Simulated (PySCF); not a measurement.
Run record for `C#CC[C+](C)C`: PBE0/pcSseg-1, full TDDFT, 3 singlets.

Method: TDDFT PBE0/pcSseg-1, vertical, gas phase, core orbitals frozen in the response (PySCF 2.14.0, density-fitted response routines). Geometry: GFN2-xTB. A driver script takes a list of jobs; this job's settings line and coordinates (Å) are shown.

Command:
```bash
OMP_NUM_THREADS=1 python probes_run.py task.json out
```

Input:
```
{"job": {"kind": "uv", "xc": "PBE0", "basis": "pcSseg-1", "nstates": 3, "ntriplets": 5, "tda": false}, "charge": 1, "multiplicity": 1}
C      2.896502     0.692258    -0.261663
C      1.921607    -0.002840    -0.224012
C      0.743034    -0.839951    -0.173815
C     -0.542104    -0.158666    -0.229027
C     -0.581764     1.282774    -0.349499
C     -1.770882    -0.928032    -0.159850
H      3.765704     1.282019    -0.294990
H      0.776627    -1.470734     0.728841
H      0.787089    -1.581524    -0.987600
H     -1.585419     1.698331    -0.345782
H     -0.052982     1.584747    -1.262182
H      0.029347     1.737939     0.439033
H     -2.352256    -0.605379     0.711413
H     -2.419002    -0.679364    -1.006529
H     -1.619914    -2.003588    -0.111904
```

Q: What does the run print?

A: 
```
coarse grid: 12096 points
cycle   1  E = -233.2592762728  dE =  1.008e+00  |g| = 4.809e-01  |ddm| = 3.566e+00
cycle   2  E = -233.0506231533  dE =  2.087e-01  |g| = 9.660e-01  |ddm| = 1.425e+00
cycle   3  E = -233.3127843704  dE = -2.622e-01  |g| = 1.549e-01  |ddm| = 1.019e+00
cycle   4  E = -233.3190744121  dE = -6.290e-03  |g| = 5.720e-02  |ddm| = 1.792e-01
cycle   5  E = -233.3195323298  dE = -4.579e-04  |g| = 3.710e-02  |ddm| = 6.188e-02
cycle   6  E = -233.3198581385  dE = -3.258e-04  |g| = 8.156e-03  |ddm| = 2.948e-02
cycle   7  E = -233.3198750243  dE = -1.689e-05  |g| = 1.407e-03  |ddm| = 6.606e-03
cycle   8  E = -233.3198756389  dE = -6.146e-07  |g| = 4.987e-04  |ddm| = 1.799e-03
final grid: 115600 points
cycle   9  E = -233.3570116991  dE = -4.057e-05  |g| = 6.714e-03  |ddm| = 4.482e-02
cycle  10  E = -233.3570129178  dE = -1.219e-06  |g| = 6.416e-03  |ddm| = 1.170e-02
cycle  11  E = -233.3570232354  dE = -1.032e-05  |g| = 1.173e-03  |ddm| = 5.554e-03
cycle  12  E = -233.3570235666  dE = -3.313e-07  |g| = 3.076e-04  |ddm| = 1.072e-03
cycle  13  E = -233.3570235862  dE = -1.964e-08  |g| = 1.277e-04  |ddm| = 2.999e-04
cycle  14  E = -233.3570235904  dE = -4.192e-09  |g| = 2.149e-05  |ddm| = 1.185e-04
cycle  15  E = -233.3570235905  dE = -1.097e-10  |g| = 5.941e-06  |ddm| = 2.223e-05
converged SCF energy = -233.3570235905

Static polarisability (au): isotropic 61.906, principal 38.169 56.375 91.173

Singlet excitations
state   eV       nm        f      main configurations
  1   2.7835    445.4   0.00009   H-1->L 1.00
  2   2.9488    420.5   0.04743   H->L 0.99
  3   5.8860    210.6   0.00126   H-2->L 0.63, H-3->L 0.32

Triplet excitations (Tamm-Dancoff, eV): 2.5137 2.6654 5.3539 5.4590 5.4859
```

The SCF starts on a coarse grid where the log names one; the energy can jump when the final grid takes over, and dE then counts from the start density on the new grid. H and L stand for HOMO and LUMO; the number after each pair is its weight.

Q: How does the lowest singlet excitation compare with the HOMO–LUMO gap?

A: HOMO -12.50 eV and LUMO -8.61 eV give a gap of 3.89 eV; S1 at 2.78 eV lies 1.11 eV below it.

Q: Give the mean polarisability as a volume in Å³, and the ratio of the largest to the smallest principal value.

A: 61.906 au × 0.148185 = 9.17 Å³; 91.173/38.169 = 2.39.

In short: SCF converged in 15 cycles with 147 basis and 756 fitting functions; HOMO -12.50 eV, LUMO -8.61 eV; lowest singlet 2.78 eV; lowest triplet 2.51 eV (Tamm–Dancoff); mean polarisability 61.9 au.

Q: Estimate the wall time. Hardware: an Arm Neoverse N1 with one thread, shared host with 64 logical CPUs at a one-minute load of 45. And the peak memory of the process?

A: About 22 s, with 0.73 GiB resident at the peak, the Python interpreter and its libraries included.

The values belong to the conformer `[CH:1]#[C:2][CH2:3][C+:4]([CH3:5])[CH3:6]`: C2–C3–C4–C5 1°.
